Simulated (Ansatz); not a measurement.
Input for Ansatz (development build ahead of 0.2.0):

```yaml
crystal:
  periodic: [false, false, false]
  atoms:
    - { symbol: O, position_ang: [0.0, 0.0, -0.49104] }
    - { symbol: O, position_ang: [0.0, 0.0, 0.49104] }
basis:
  gaussian: { orbitals: cc-pVTZ }
total_charge: 1
magnetization:
  initial_magnetization: 1
hamiltonian:
  xc: hf
correlation:
  method: bccd_t
  frozen_orbitals: { O: 1 }
```

The input is written out in the form of the current development build from the run's settings. Correlation on restricted open-shell orbitals is semicanonical, with singles.

Results

* Converged: yes
* Reference energy (starting determinant): -149.20105 hartree
* Correlation energy: -0.43441 hartree
* Total energy: -149.63546 hartree
